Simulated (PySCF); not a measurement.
Molecule: methyl formate (COC=O, C₂H₄O₂).

Bonds (- single, = double, # triple, : aromatic): C1-O2, O2-C3, C3=O4. C1 carries H5, H6, H7; C3 carries H8.

Frames of a GFN2-xTB Langevin trajectory at 300 K; GIAO PBE0/pcSseg-1 shieldings in PySCF 2.14.0 with density-fitted response routines, gas phase, non-relativistic; equivalent atoms averaged within each frame.

Scale: 13C (186.93 ppm), 1H (31.72 ppm) vs TMS; 17O (336.08 ppm) vs H2O (reference shieldings calculated alike). The references are static minima.

How do the shifts (ppm) fluctuate along the trajectory?

## Answers


```tsv
time (fs)	C3	C1	O4	O2	H8	H5/H6/H7
optimised geometry	164.8	49.0	430.0	187.1	8.05	4.14
250	163.6	51.9	440.6	175.3	9.25	3.53
425	168.3	55.9	458.5	188.1	9.29	4.27
625	160.8	57.7	431.8	182.6	7.80	4.51
800	162.1	48.4	424.5	177.6	8.04	3.83
1000	163.5	57.0	438.4	195.1	7.50	4.04
mean of frames	163.7	54.2	438.8	183.8	8.37	4.04
standard deviation	2.9	3.9	12.7	8.0	0.84	0.38
```

5 frames give an uncertainty of the mean of about the standard deviation over 2.2 at best, since frames this close in time may not be independent; classical motion lacks zero-point vibration, and the reference would need the same averaging.
